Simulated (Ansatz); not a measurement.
System: fcc Pt. Method: HSE06 (Ansatz, a quantum-chemistry and plane-wave program, plane waves, PAW).

Run with plane-wave cutoff 500 eV, 12×12×1 k mesh (along the axes of the cell as run), Fermi–Dirac smearing 0.1 eV, scalar-relativistic PAW data made under PBE.

The cell is the one relaxed with r²SCAN.

Task: Estimate the surface energy of the (111) face and work function of the (111) face that the calculation returns.

Result: 
surface energy of the (111) face: 1.62 J/m²
work function of the (111) face: 5.86 eV

Note: exact exchange on metals is sensitive to the k mesh and can open a false gap.

The slab of 6 atoms is relaxed and unreconstructed.

Spin–orbit coupling is not included.

The computed numbers hold no vibrational or temperature effects.

The result took about 18 core-minutes (a rough figure).
